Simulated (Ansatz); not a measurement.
**BCl₂ (doublet): wave-function methods side by side, def2-QZVPP**

One table from this session's results is given with a row withheld; the runs are named, their logs left out.

Computed with Ansatz 0.2.0, Gaussian basis. Level: def2-QZVPP, core rule «outside noble gas», up to 11 orbitals frozen.

To be run: UHF; ROHF; CCSD(T) on UHF.

3 further runs of the same task are left out: 1 that didn't finish, 2 set aside as unsound or not needed.

## What is computed

The geometry is a PBE0/def2-TZVP stationary point (not a proven minimum) of the parent state, kept for this charge and spin.

3 atoms, charge 0, spin multiplicity 2.

Atoms are counted from 1 here; the program's logs count them from 0.

Bond lengths: B1–Cl2 1.837 Å, B1–Cl3 1.837 Å. Angles: Cl2–B1–Cl3 89.7°.

Geometry (Å):

```csv
atom,x (Å),y (Å),z (Å)
B1,0.00000,-1.13005,0.00000
Cl2,0.00000,0.17230,-1.29554
Cl3,0.00000,0.17230,1.29554
```

The first run:

in.yaml reads:

```yaml
crystal:
  periodic: [false, false, false]
  atoms:
    - {symbol: B, position_ang: [0.000000, -1.130054, 0.000000]}
    - {symbol: Cl, position_ang: [0.000000, 0.172299, -1.295539]}
    - {symbol: Cl, position_ang: [0.000000, 0.172299, 1.295539]}
basis:
  gaussian: {orbitals: "def2-QZVPP.json"}
magnetization: {spin_polarized: true, initial_magnetization: 1}
hamiltonian: {xc: hf}
output: {orbitals: {seedname: orbitals}}
```

On the command line:

```
$ ansatz run in.yaml --threads 1 --pin off --events-out ev --progress --plain --max-ram 2393MiB
```

Among the steps run: UHF; ROHF; CCSD(T) on UHF.

One table of the session follows, with a row left open; its other results are not shown here.

```
  method  from UCCSD(T) (kcal/mol)
    ROHF                   +348.56
     UHF                   +347.59
    UMP2                         ?
   UCCSD                    +17.36
UCCSD(T)                         0
```

Estimate the missing values for UMP2.

The run gave: from UCCSD(T) (kcal/mol): +36.62. In the column «from UCCSD(T) (kcal/mol)» it lies between UCCSD (+17.36) and UHF (+347.59).
